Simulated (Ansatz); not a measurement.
formic acid (SMILES O=CO) moved off its minimum; all values from Ansatz (a first-principles code), cores frozen in correlated methods.
(charge 0, multiplicity 1)
```xyz
5

O      0.76255    -0.74096    -0.13559
C     -0.42753    -0.16243    -0.05063
O     -0.51311     0.96801     0.08034
H      1.56737    -0.00555    -0.03136
H     -1.08479    -1.02976     0.03374
```

### Question
Give the forces (eV/Å), the total energy and the dipole at CCSD(T)/aug-cc-pVTZ.

### Answer

| atom | Fx | Fy | Fz |
|---|---|---|---|
| O1 | 4.852 | 0.763 | -0.056 |
| C2 | 1.884 | -5.179 | 0.418 |
| O3 | -2.224 | 6.474 | 0.464 |
| H4 | -3.337 | -2.463 | -0.491 |
| H5 | -1.174 | 0.405 | -0.335 |
Energy -189.4906 hartree, dipole 1.24 D.
